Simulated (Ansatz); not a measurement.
Input file:

```yaml
crystal:
  periodic: [false, false, false]
  atoms:
    - {symbol: Si, position_ang: [0.000000, 0.000000, 0.153800]}
    - {symbol: P, position_ang: [0.000000, 0.000000, -1.790600]}
    - {symbol: H, position_ang: [0.000000, 0.000000, 1.636800]}
basis:
  gaussian: {orbitals: cc-pVDZ}
magnetization: {spin_polarized: true, initial_magnetization: 2}
correlation: {method: ccsdt_q, electrons: outside_noble_gas}
```

```sh
$ ansatz run in.yaml --threads 1 --pin off --events-out ev --progress --plain --max-ram 2560MiB --backend cpu
```

Output:

```
746 factors; integrals over basis functions are off by at most 1.5e-7 eV
mean field evaluation 1: about -17144.7573 eV, gradient 7.1e0 eV
mean field evaluation 2: about -17144.7610 eV, gradient 7.1e0 eV
mean field evaluation 4: about -17145.3678 eV, gradient 1.2e0 eV
mean field evaluation 8: about -17145.3949 eV, gradient 3.2e-3 eV
mean field evaluation 16: about -17146.0476 eV, gradient 7.6e-2 eV
mean field evaluation 32: about -17146.0429 eV, gradient 8.4e-2 eV
mean field evaluation 64: about -17146.0466 eV, gradient 1.1e-6 eV
mean field evaluation 96: about -17146.0466 eV, gradient 3.0e-2 eV
mean field evaluation 128: about -17145.8883 eV, gradient 9.9e-1 eV
mean field evaluation 160: about -17145.3949 eV, gradient 2.1e-2 eV
...
cycle  25  -5.96901478 eV  change    3.4e-6 eV  update   1.4e-6
cycle  26  -5.96901465 eV  change    1.4e-7 eV  update   9.3e-7
cycle  27  -5.96901518 eV  change   -5.3e-7 eV  update   7.0e-7
cycle  28  -5.96901620 eV  change   -1.0e-6 eV  update   4.3e-7
cycle  29  -5.96901711 eV  change   -9.1e-7 eV  update   3.3e-7
cycle  30  -5.96901737 eV  change   -2.6e-7 eV  update   1.8e-7
cycle  31  -5.96901768 eV  change   -3.2e-7 eV  update   1.4e-7
cycle  32  -5.96901788 eV  change   -2.0e-7 eV  update   1.1e-7
cycle  33  -5.96901776 eV  change    1.2e-7 eV  update   1.5e-7
cycle  34  -5.96901781 eV  change   -4.6e-8 eV  update   6.2e-8
perturbative correction -0.10862339 eV, -0.0039918359 hartree
WARN: these amplitudes may be one of several solutions (largest doubles amplitude 0.80, level shift 0.00 eV)
Total energy: -17152.12421453 eV, -630.3289387566 hartree
```

Ran on 1 thread of AMD EPYC 7R13, shared host: 15 s wall, 0.21 GiB peak host memory.
